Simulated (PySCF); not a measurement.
Bond stretch in CH, doublet.

- UKS-M06-2X = unrestricted M06-2X/6-31G (PySCF 2.14.0)
- UKS-CAM-B3LYP = unrestricted CAM-B3LYP/6-31G run with PySCF
- ROKS-M06-2X = restricted open-shell M06-2X/6-31G (PySCF)
- ROKS-LDA (SVWN5) = PySCF with restricted open-shell LDA (SVWN5)/6-31G

Energies are in kJ/mol, each relative to the lowest point of its own curve near equilibrium.

```
R / Å  UKS-M06-2X  UKS-CAM-B3LYP  ROKS-M06-2X  ROKS-LDA (SVWN5)
-----  ----------  -------------  -----------  ----------------
0.91        107.2          107.5        107.7             124.9
0.96         58.4           58.6         58.5              72.0
1.01         27.2           27.2         27.1              36.9
1.07          6.8            6.8          6.7              12.2
1.10          2.0            2.0          2.0               5.4
1.13          0.0            0.0          0.0               1.5
1.17          1.0            0.9          1.0               0.0
1.21          5.2            5.2          5.3               2.0
1.24         10.1           10.2         10.2               5.3
1.30         23.4           23.6         23.6              15.6
1.41         55.7           56.2         56.2              42.8
1.54        100.2          101.2        101.5              82.1
1.70        156.4          158.3        159.7             134.0
1.83        198.6          200.7        206.4             175.8
2.01        244.0          244.8        268.1             230.4
2.23        277.6          278.0        337.1             290.1
2.48        297.3          298.9        405.4             347.2
2.76        307.3          311.0        469.2             398.1
3.03        311.5          317.1        519.2             435.9
3.35        314.4          320.8        565.9             469.3
3.97        315.5          323.5        625.1             508.0
```

At the longest distance, 3.97 Å, ROKS-M06-2X lies highest above its minimum (625.1 kJ/mol) and UKS-M06-2X lowest (315.5 kJ/mol).

The scan ran from 0.91 to 4.47 Å; beyond the distances shown one of the unrestricted levels run for this scan, shown here or not, changes its spin distribution in one step. The unrestricted determinant behind UKS-M06-2X is spin-contaminated at 0.91, 1.83 to 3.97 Å (<S²> up to 1.8, against 0.75 for a pure doublet). The unrestricted determinant behind UKS-CAM-B3LYP is spin-contaminated at 0.91 to 1.01, 1.83 to 3.97 Å (<S²> up to 1.7, against 0.75 for a pure doublet).
